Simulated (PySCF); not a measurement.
Ionisation energy of B by level of theory

B [He] 2s2 2p1 (2P) → B⁺ [He] 2s2 (1S), as a difference of total energies. Calculation: PySCF 2.14, in def2-SVP (3s2p1d, 14 functions); no relativity, point nucleus. Correlated levels: valence: 1s2 frozen. The calculations carry no spin-orbit coupling.

| method | ionisation energy (eV) | error (eV) |
| --- | --- | --- |
| UHF | 8.126 | -0.171 |
| M06-L | 8.631 | +0.334 |
| LDA | 8.706 | +0.409 |
| MP2 (valence) | 8.208 | -0.089 |
| SCS-MP2 (valence) | 8.169 | -0.128 |
| CCSD (valence) | 8.060 | -0.237 |
| CCSD(T) (valence) | 8.083 | -0.214 |

Reference: 8.297 eV (measured; NIST levels, between the centres of gravity of the two terms).

Errors of the correlated levels include the incompleteness of this basis and the frozen core.

The coupled-cluster amplitudes are large for B⁺ (T1 above 0.03 or a double amplitude above 0.15), so a single reference is strained.
